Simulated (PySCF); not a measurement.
**Do core-level shifts follow atomic charges?**

Species: 1,3-dithiane, C4H8S2.
Numbering: `[CH2:1]1[CH2:2][S:3][CH2:4][S:5][CH2:6]1`

Binding energies: delta-SCF UKS SCAN, pcX-2 on the ionised atom, pcseg-1 elsewhere, spin-free X2C in PySCF. Charges: PBE0/pcSseg-1 ground-state density, for the ionised atom.

```tsv
atom	environment	C 1s (eV)	Mulliken (e)	IAO (e)	Hirshfeld (e)	ESP (e)
C1	ring CH2 carbon	290.93	-0.207	-0.258	-0.076	+0.238
C2	sp3 carbon bound to sulfur	291.30	-0.337	-0.340	-0.074	-0.230
C4	sp3 carbon bound to sulfur	291.65	-0.432	-0.447	-0.088	-0.376
```

Task: Give the correlation coefficient and slope of binding energy on charge for each scheme.

Result: ESP: r = -0.96, slope -1.1 eV per e; IAO: r = -1.00, slope -3.7 eV per e; Mulliken: r = -1.00, slope -3.2 eV per e. On 3 points no scheme stands out. The Hirshfeld charges vary by under 0.03 e and aren't fitted.

Task: The point-charge model writes a binding energy as kq + V + constant, with V the potential of the other atoms' charges at the site. What does it give with the ESP charges?

Result: V = Σ 14.40 eV Å × q/r over all other atoms: -3.15 eV at C1, +3.15 eV at C2, +4.06 eV at C4. Fitting binding energy − V to q gives k = 11.1 eV per e and leaves an rms residual of 0.45 eV, against 0.08 eV for the fit on q alone. The model has no term for differences in relaxation between sites.

One conformer (not necessarily the lowest) at the PBE0-D3(BJ)/def2-SVP geometry, without solvent, vibrations or thermal averaging.
